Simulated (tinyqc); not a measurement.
Worked calculation: extended Hueckel theory, for LiH. One step of it, computed by the program tinyqc.

Task: Mulliken analysis. P = C n C^T; charge = valence electrons (H 1, Li 1) minus the sum of (P S)_ii on the atom; overlap population = 2 sum P_ij S_ij between two atoms.

coefficients:
```
              MO1        MO2        MO3       MO4        MO5
1Li 2s   0.087486   0.877951   0.000000  0.000000   0.661699
1Li 2px  0.000000   0.000000   0.990565  0.137047   0.000000
1Li 2py  0.000000   0.000000  -0.137047  0.990565   0.000000
1Li 2pz  0.068810  -0.485287   0.000000  0.000000   1.065500
2H 1s    0.930284  -0.125717   0.000000  0.000000  -0.842967
```

occupations: 2.000000  0.000000  0.000000  0.000000  0.000000

overlap S, lower triangle:
```
           1Li 2s   1Li 2px   1Li 2py   1Li 2pz     2H 1s
1Li 2s   1.000000
1Li 2px  0.000000  1.000000
1Li 2py  0.000000  0.000000  1.000000
1Li 2pz  0.000000  0.000000  0.000000  1.000000
2H 1s    0.368619  0.000000  0.000000  0.485706  1.000000
```

Give: charges; Overlap populations.

Result:

charges: 1Li 0.8530, 2H -0.8530

Overlap populations:

| pair | value |
|---|---|
| 2-1 | 0.244368 |
